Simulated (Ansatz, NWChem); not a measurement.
Worked example: the enthalpy of formation of CH4BS (SMILES C[B]S)

CH4BS: 7 atoms, total charge 0, spin state doublet. As SMILES, `C[B]S`. Geometry: relaxed at PBE0-D4/def2-TZVP. This is one conformer, not always the lowest.

Total energies at U-r2SCAN/def2-TZVP (NWChem 7.3.0); the atoms run unrestricted:

| species | state | energy (Eh) |
| --- | --- | --- |
| CH4BS | doublet | -463.482729 |
| C | triplet | -37.832923 |
| B | doublet | -24.636745 |
| S | triplet | -398.083658 |
| H | doublet | -0.499927 |

Harmonic wavenumbers at UPBE0-D4/def2-TZVP, in cm⁻¹: 61, 255, 415, 672, 815, 820, 934, 1134, 1320, 1434, 1437, 2672, 3022, 3097, 3103.

Measured heats of formation of the gaseous atoms at 298.15 K, in kJ/mol: C 716.9, B 570.3, S 277.0, H 218.0. Spin-orbit lowering of the atoms at 298 K (mean of the ground term's levels less their thermal mean, from spectra), in kJ/mol: C 0.02, B 0.00, S 1.88. Take 1 Eh = 2625.50 kJ/mol, 1 cm⁻¹ = 0.0119627 kJ/mol, RT = 2.479 kJ/mol.

Question: Work out the heat of formation of the gas at 298 K.

Answer: 
1. Electronic atomisation energy: (-37.832923) + (-24.636745) + (-398.083658) + 4 × (-0.499927) − (-463.482729) = 0.929695 Eh = 2440.9 kJ/mol.
2. Zero-point energy: half the sum of the wavenumbers, 10595.5 cm⁻¹ = 126.8 kJ/mol.
3. Thermal vibrational enthalpy, Σ hcν̃/(exp(hcν̃/kT) − 1): 5.1 kJ/mol. Translation, rotation and pV of a non-linear molecule: 4 RT = 9.9 kJ/mol.
4. The 7 free atoms carry 5/2 RT each: 43.4 kJ/mol.
5. Spin-orbit coupling lowers the free atoms by 0.02 + 0.00 + 1.88 = 1.9 kJ/mol.
6. Atomisation enthalpy at 298 K: 2440.9 − 1.9 − 126.8 − 5.1 − 9.9 + 43.4 = 2340.6 kJ/mol.
7. Sum of the atoms' heats of formation: 2436.2 kJ/mol. Heat of formation: 2436.2 − 2340.6 = +95.6 kJ/mol.

No measured value is set beside it here. Anharmonicity and any spin-orbit splitting of the molecule are left out.
